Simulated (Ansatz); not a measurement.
The parent structure is AlAs in the zinc blende structure (space group F-43m, No. 216; a = 5.675 Å).

The values are results of PBEsol (Ansatz, a program for electronic structure), scalar-relativistic without spin-orbit coupling, not measurements.

```json
[
 {"level": "PBEsol", "band gap": "1.34 eV", "lattice parameter a": "5.675 Å"}
]
```

Measured: band gap 2.28 eV (static lattice; corrected from measurement; as listed in Wei Chen et al., Physical Review Materials (2018)); lattice parameter a 5.649 Å (static lattice; corrected from measurement; as listed in Daniel Mejia-Rodriguez, S. B. Trickey, Phys. Rev. B (2018)).

Computed minus measured — band gap: PBEsol -0.94 eV; lattice parameter a: PBEsol +0.5 %. A measured gap can be an optical one, lowered by exciton binding. Levels without spin-orbit coupling miss its lowering of the gap, often about a third of the valence-band splitting.

Whether these cells are dynamically stable was not tested.
